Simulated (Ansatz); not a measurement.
Reaction (SMILES): CCl (CH3-Cl) → Cl[CH2-] + H+
B3LYP-D3(BJ)/def2-TZVP geometries, fixed; electronic energies without zero-point terms.
Largest species:
```xyz
5

C      0.0082     0.0133    -1.1337
Cl    -0.0048    -0.0077     0.6605
H      0.0175     1.0478    -1.4634
H      0.8997    -0.5040    -1.4752
H     -0.8852    -0.4920    -1.4879
```

Basis-set convergence of the deprotonation energy at PBE with Ansatz (an electronic-structure program). Cartesian d functions, on some or all atoms, in 6-31G*, 6-31+G*, 6-311G**, 6-311+G**; all else is spherical. No added dispersion term, no relativity. Functions are those of the species that has most. Reference: the value in aug-pcseg-3, 402.10 kcal/mol, itself unsure by roughly 0.37 kcal/mol (its mean distance from aug-cc-pV(Q+d)Z, def2-QZVPPD). Deviations are taken from unrounded values.

```csv
basis,functions,deprotonation energy (kcal/mol)
6-31G*,40,419.88
6-31+G*,48,403.41
def2-SVP,47,417.52
def2-SVPD,71,402.77
pcseg-1,47,407.62
aug-pcseg-1,77,399.48
cc-pV(D+d)Z,52,413.87
aug-cc-pV(D+d)Z,82,399.75
6-311G**,63,409.28
6-311+G**,71,402.43
def2-TZVP,86,406.90
def2-TZVPD,110,402.85
pcseg-2,106,405.71
aug-pcseg-2,165,402.09
cc-pV(T+d)Z,111,408.66
aug-cc-pV(T+d)Z,170,401.86
def2-TZVPP,115,407.08
def2-TZVPPD,139,403.08
cc-pV(Q+d)Z,209,406.07
aug-cc-pV(Q+d)Z,307,402.16
def2-QZVPP,217,404.19
def2-QZVPPD,241,402.79
pcseg-3,223,403.03
aug-pcseg-3,321,402.10
```

What the diffuse functions change, pair by pair:
- 6-31G* to 6-31+G*: 8 more functions, deviation 17.78 to 1.31 kcal/mol
- def2-SVP to def2-SVPD: 24 more functions, deviation 15.42 to 0.67 kcal/mol
- pcseg-1 to aug-pcseg-1: 30 more functions, deviation 5.51 to -2.63 kcal/mol
- cc-pV(D+d)Z to aug-cc-pV(D+d)Z: 30 more functions, deviation 11.77 to -2.35 kcal/mol
- 6-311G** to 6-311+G**: 8 more functions, deviation 7.17 to 0.33 kcal/mol
- def2-TZVP to def2-TZVPD: 24 more functions, deviation 4.80 to 0.75 kcal/mol
- pcseg-2 to aug-pcseg-2: 59 more functions, deviation 3.60 to -0.01 kcal/mol
- cc-pV(T+d)Z to aug-cc-pV(T+d)Z: 59 more functions, deviation 6.55 to -0.24 kcal/mol
- def2-TZVPP to def2-TZVPPD: 24 more functions, deviation 4.98 to 0.98 kcal/mol
- cc-pV(Q+d)Z to aug-cc-pV(Q+d)Z: 98 more functions, deviation 3.97 to 0.05 kcal/mol
- def2-QZVPP to def2-QZVPPD: 24 more functions, deviation 2.09 to 0.68 kcal/mol
- pcseg-3 to aug-pcseg-3: 98 more functions, deviation 0.93 to 0.00 kcal/mol

Leaving out the reference's own pair, they bring the value nearer the reference by more than 0.37 kcal/mol in 11 of 11 pairs.
